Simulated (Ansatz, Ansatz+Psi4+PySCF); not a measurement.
```xyz
3

F     0.0000    0.0000   -1.3390
B     0.0000    0.0000    0.0000
F     0.0000    1.1478    0.6896
```

Basis set: cc-pVTZ (spherical functions). Left uncorrelated: 3 orbitals. Charge 0, multiplicity 2.

Computed with Ansatz (development build ahead of 0.2.0); the reference of a correlated method needn't be the lowest determinant of its kind.

The atomization energy at this shape (free ground-state atoms in the same class of orbitals less the molecule, no zero-point energy) of doublet BF₂:

```tsv
method	atomization energy
UHF-CCSD	12.19 eV
```

(1) What does UHF-CCSD(T) give?

Answers

(1) 12.44 eV. Caution: the reference determinant was not shown to be the lowest.
